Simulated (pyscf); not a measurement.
Elimination: H₃C–OH₂⁺ → H₂C=OH⁺ + hydrogen (H₂)

Gas phase, singlet surface, charge 1. Bonds broken: C1–H2, O5–H6. Bonds formed: H2–H6. Optimised with ωB97X-D3(BJ)/def2-SVP in PySCF.

Transition state (Å):

```xyz
7

C     -1.0686    -0.2478    -0.1352
H     -1.1553     0.3286     0.9662
H     -0.7673    -1.2528     0.1958
H     -2.1077    -0.1524    -0.4834
O     -0.1611     0.4524    -0.9808
H     -0.5150     0.7706     0.3961
H      0.6832    -0.0263    -1.0725
```

One imaginary mode, 1350i cm⁻¹; descent along it reached the two sides named.

| bond | change | reactant side (Å) | saddle | product side |
|---|---|---|---|---|
| C1–H2 | breaks | 1.096 | 1.246 | 2.538 |
| O5–H6 | breaks | 0.979 | 1.457 | 3.0 |
| H2–H6 | forms | 2.393 | 0.965 | 0.763 |

Electronic energies relative to the reactant's lowest minimum found (kcal/mol):

```csv
level,barrier,reaction energy,reverse barrier
ωB97X-D3(BJ)/def2-TZVP,66.2,+38.8,27.5
PBE/def2-TZVP,60.0,+38.1,21.8
r²SCAN/def2-TZVP,63.4,+39.3,24.1
B3LYP-D3(BJ)/def2-TZVP,66.0,+37.3,28.7
PBE0-D3(BJ)/def2-TZVP,63.8,+41.6,22.2
M06-2X/def2-TZVP,66.6,+39.5,27.1
ωB97M-D3(BJ)/def2-TZVP,66.2,+38.6,27.5
HF/def2-TZVP,76.7,+34.5,42.2
```

With ωB97M-D3(BJ)/def2-TZVP energies and thermal terms (ideal gas, 1 atm, RRHO with modes under 100 cm⁻¹ raised to 100, one conformer, R ln 2 for chiral ones without a mode under 150 cm⁻¹), in kcal/mol:

| T (K) | ΔH‡ | ΔG‡ | ΔH | ΔG |
|---|---|---|---|---|
| 298 | 61.7 | 61.6 | +31.8 | +23.6 |
| 600 | 61.4 | 61.7 | +32.5 | +15.1 |
| 900 | 61.1 | 61.9 | +32.6 | +6.3 |
| 1200 | 60.9 | 62.2 | +32.4 | -2.4 |

At the saddle there is also a short C–H contact that neither side keeps. This saddle turned up in a search for another step; its sides and bond changes are read from the two ends of the descent. One saddle was located; it need not be the lowest between these sides.
